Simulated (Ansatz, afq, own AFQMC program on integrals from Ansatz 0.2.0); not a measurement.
AFQMC on a folder of integrals that Ansatz 0.2.0 wrote.

```yaml
crystal:
  periodic: [false, false, false]
  atoms:
    - {symbol: Ge, position_ang: [0.001626, 0.002937, -0.002944]}
    - {symbol: H, position_ang: [0.562929, 1.036862, 1.029647]}
    - {symbol: H, position_ang: [-0.691888, -1.250178, 1.253147]}
    - {symbol: H, position_ang: [-0.557598, 1.033754, -1.039762]}
    - {symbol: H, position_ang: [0.569409, -1.032116, -1.030852]}
basis:
  gaussian: {orbitals: cc-pVDZ}
total_charge: 1
magnetization: {spin_polarized: true, initial_magnetization: 1}
correlation: {method: ccsd_t, electrons: outside_noble_gas, hamiltonian_folder: ham}
```

```sh
$ ansatz run in.yaml --threads 1 --pin off --events-out ev --progress --plain --max-ram 1382MiB
```

afq runs on the folder ham with

```
--method phaseless --trial hf --walkers 120 --populations 1 --least-time 40 --time-step 0.005 --steps-per-block 20 --equilibration-blocks 112 --max-blocks 600 --target-error 0.0009600 --factor-cut 1e-05 --start spin_pure --seed 5235 --taylor-order 6
```

Times are imaginary, in 1/Eh. The walk had a cap of 689 s. Filled inner d shells are frozen with the cores.

```
orbitals 33  electrons 4 3  factors 260 of 498
reference energy -2077.22640503 Eh
CCSD correlation -0.12181587 Eh in 15 cycles, weight of the determinant in the CISD state 0.8792
energy of the start -2077.227090 Eh
 block  time / (1/Eh)  mean weight  energy / Eh
     1     0.100  0.9995  -2077.248258
     2     0.200  1.0004  -2077.264443
     3     0.300  1.0010  -2077.274464
     4     0.400  1.0003  -2077.284784
     5     0.500  0.9996  -2077.298022
     7     0.700  0.9997  -2077.306092
     9     0.900  1.0002  -2077.312975
    18     1.800  0.9992  -2077.338878
    52     5.200  1.0012  -2077.344269
    86     8.600  0.9988  -2077.350942
   120    12.000  1.0010  -2077.356231
   154    15.400  0.9995  -2077.350095
   171    17.100  1.0013  -2077.331868
   188    18.800  1.0017  -2077.356453
   222    22.200  1.0012  -2077.359407
   256    25.600  0.9996  -2077.349133
   290    29.000  1.0004  -2077.349492
   324    32.400  0.9988  -2077.347862
   358    35.800  1.0017  -2077.374550
   392    39.200  0.9990  -2077.358060
   426    42.600  1.0009  -2077.372605
   460    46.000  1.0003  -2077.355455
   494    49.400  1.0007  -2077.341834
   528    52.800  1.0002  -2077.359339
   562    56.200  1.0009  -2077.345970
   596    59.600  1.0001  -2077.363966
   630    63.000  1.0010  -2077.350830
   664    66.400  1.0009  -2077.361895
   698    69.800  1.0009  -2077.358942
blocks merged  error / Eh  count
     1  0.000352  600
     2  0.000462  300
     4  0.000594  150
     8  0.000756  75
    16  0.000961  37
    32  0.001091  18
    64  0.001393  9
energy -2077.353743 +/- 0.001091 Eh
(rows thinned)
```

Task: Estimate how long the walk took on 1 thread of Intel(R) Xeon(R) 6975P-C (Granite Rapids) (shared host).

Result: 100 s of wall time.

The run passed its tests (sampling time, drift between the halves within three errors, error under three times the target), which doesn't prove that it has relaxed.

Against this walk (error 29.7 meV) on the same determinant: CCSD(T) 65.2 meV higher, CCSDT(Q) 26.5 meV higher (within the noise), a separate phaseless walk with a CISD trial and standard settings 30.0 ± 30.8 meV higher (within the noise). The error is statistical and leaves out the bias of the constraint.

Cautions: constraint bias not in the error; error above the target (29.7 against 26.1 meV); no relativity below Rb; no spin-orbit coupling; inner d shell frozen; higher spins were not checked; raised T1 diagnostic (T1 0.050, weight of the determinant 0.88, largest double 0.09); the bias of populations of 120 walkers isn't removed.

CCSDT and higher add their correlation energy to the determinant of the CCSD(T) run, since their own runs factorise the integrals more tightly (a shift of under 2 meV). A walk keeps the symmetry of its determinant, which the program's search chose and which needn't be the lowest solution, so a lower state of the same spin and another symmetry isn't excluded.
